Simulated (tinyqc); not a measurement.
Worked calculation: CIS and TDHF on RHF in the sto-3g basis, frozen core, for LiH, spin multiplicity 1. One step of it, computed by the program tinyqc.

Question. TDHF (RPA) triplet states. B(ia,jb) = - (ib|ja); the squared energies are the eigenvalues of (A - B)(A + B); 1 hartree = 27.211386 eV.

CIS matrix A, triplet (hartree):
```
          2>3       2>4       2>5       2>6
2>3  0.150486  0.000000  0.000000  0.050665
2>4  0.000000  0.184197  0.000000  0.000000
2>5  0.000000  0.000000  0.184197  0.000000
2>6  0.050665  0.000000  0.000000  0.436729
```

Two-electron integrals over orbitals (pq|rs), unique and non-zero (hartree); the lowest 1 orbital is frozen and left out:
```
(22|22) 0.500880    (32|22) -0.045466   (32|32) 0.011403    (33|22) 0.229756
(33|32) 0.004907    (33|33) 0.339453    (42|42) 0.024542    (43|42) 0.019184
(43|43) 0.041390    (44|22) 0.279880    (44|32) 0.003849    (44|33) 0.282391
(44|44) 0.312946    (52|52) 0.024542    (53|52) 0.019184    (53|53) 0.041390
(54|54) 0.016869    (55|22) 0.279880    (55|32) 0.003849    (55|33) 0.282391
(55|44) 0.279207    (55|55) 0.312946    (62|22) 0.137832    (62|32) -0.032591
(62|33) -0.006088   (62|44) -0.005355   (62|55) -0.005355   (62|62) 0.122288
(63|22) -0.050665   (63|32) 0.007639    (63|33) 0.036143    (63|44) 0.000717
(63|55) 0.000717    (63|62) -0.030428   (63|63) 0.026305    (64|42) -0.019326
(64|43) -0.013906   (64|64) 0.019082    (65|52) -0.019326   (65|53) -0.013906
(65|65) 0.019082    (66|22) 0.459747    (66|32) -0.041033   (66|33) 0.242435
(66|44) 0.270087    (66|55) 0.270087    (66|62) 0.145761    (66|63) -0.043004
(66|66) 0.456963
```

Give: TDHF matrix B, triplet; squared energies w^2; TDHF energies from the positive w^2.

Answer.

TDHF matrix B, triplet (hartree):
```
         2>3      2>4      2>5      2>6
2>3  -0.0114   0.0000   0.0000   0.0326
2>4   0.0000  -0.0245   0.0000   0.0000
2>5   0.0000   0.0000  -0.0245   0.0000
2>6   0.0326   0.0000   0.0000  -0.1223
```

squared energies w^2 (hartree^2): 0.0181  0.0333  0.0333  0.1832

TDHF energies from the positive w^2 (eV): 3.6625  4.9676  4.9676  11.6466
